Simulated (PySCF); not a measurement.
**A gas-phase reaction: H6OSi2 → H3OSi + H3Si**

Wanted: the reaction energy for `O[SiH2][SiH3]` → `O[SiH2]` + `[SiH3]`.

Computed with PySCF 2.14.0; each step states its level. No surroundings beyond the atoms listed, unless a continuum is named. Atoms count from 0, parts from 1.

## 1. Starting point

Each species was relaxed by itself at PBE0-D3(BJ)/def2-SVPD.

## 2. Reaction energy: wB97M-D3(BJ)/def2-TZVPD

What the job is given:

```
{"job": {"kind": "react", "xc": "wB97M-D3(BJ)", "basis": "def2-TZVPD"}, "charge": 0, "multiplicity": 1}
-1 H6OSi2 charge 0 multiplicity 1
O      0.301080     0.462310     1.999900
Si     0.237590     0.921270     0.380380
Si    -0.137190    -0.930520    -1.020590
H     -0.463000     0.012310     2.366870
H      1.561110     1.550620     0.111110
H     -0.839610     1.938300     0.155260
H     -1.286150    -1.732980    -0.494400
H      1.065750    -1.814690    -1.081510
H     -0.474610    -0.474560    -2.404550

+1 H3OSi charge 0 multiplicity 2
O      1.140330    -0.302810    -0.144070
Si    -0.182350     0.696370     0.114640
H      1.016610    -1.250830    -0.238200
H     -0.885510     0.342920     1.391330
H     -1.142640     0.630540    -1.035400

+1 H3Si charge 0 multiplicity 2
Si     0.218080     0.153000    -0.212400
H     -1.071860    -0.028570    -0.942190
H      0.812080    -1.162930     0.168390
H      0.042760     1.031440     0.982230
```

Level: wB97M-D3(BJ)/def2-TZVPD reaction energy of separated species, gas phase.

Started as:

```bash
> OMP_NUM_THREADS=1 python cluster_run.py task.json out
```

One launch serves the whole session: the jobs run in the order shown.

**Question.** The jobs that follow are: PBE0-D3(BJ)/def2-TZVPD reaction energy of separated species, gas phase. Predict: reaction energy (wB97M-D3(BJ)/def2-TZVPD); ΔH, ΔG at 298 K (xTB thermal terms). Thermal terms come from harmonic xTB runs on each species.

**Answer**, as computed:

```
                                                quantity                    value
               reaction energy (wB97M-D3(BJ)/def2-TZVPD)           80.37 kcal/mol
                     ΔH, ΔG at 298 K (xTB thermal terms)    +78.3, +67.4 kcal/mol
range of the reaction energy over the runs of this table  77.67 to 80.37 kcal/mol
```

What this shows: The reaction is endothermic by 78.3 kcal/mol in the gas phase; dispersion gives +1.50, and xTB itself gave 77.28 for the electronic energy (xTB energies and thermal terms come from the earlier relaxation of each species, not shown). No barrier was sought. The reaction energy runs from 77.67 (PBE0-D3(BJ)/def2-TZVPD) to 80.37 kcal/mol (wB97M-D3(BJ)/def2-TZVPD).
